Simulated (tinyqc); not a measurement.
Inside a calculation. Method: coupled-perturbed Hartree-Fock on RHF in the sto-3g basis, for H3O+, spin multiplicity 1. One step of it, computed by the program tinyqc.

Problem. Response to a field: uncoupled start. Field along z; U_ai = -mu_ai / (e_a - e_i), alpha = -4 sum U_ai mu_ai.

orbital energies (hartree): MO1 -20.820424, MO2 -1.719277, MO3 -1.044870, MO4 -1.044599, MO5 -0.873465, MO6 0.037197, MO7 0.231968, MO8 0.232611

dipole integrals <a|z|i> (bohr), order a6, a7, a8:
$$\begin{pmatrix}
-0.016214 & 0.028488 & 0.000000 & 0.000419 & 0.021363 \\
-0.000037 & 0.000138 & 0.000000 & -0.222520 & 0.000060 \\
0.000000 & 0.000000 & 0.222578 & 0.000000 & 0.000000
\end{pmatrix}$$

Give: uncoupled U; uncoupled polarisability.

Solution.

uncoupled U, order a6, a7, a8:
$$\begin{pmatrix}
0.0008 & -0.0162 & 0.0000 & -0.0004 & -0.0235 \\
0.0000 & -0.0001 & 0.0000 & 0.1743 & -0.0001 \\
0.0000 & 0.0000 & -0.1742 & 0.0000 & 0.0000
\end{pmatrix}$$

uncoupled polarisability = 0.3142 bohr^3
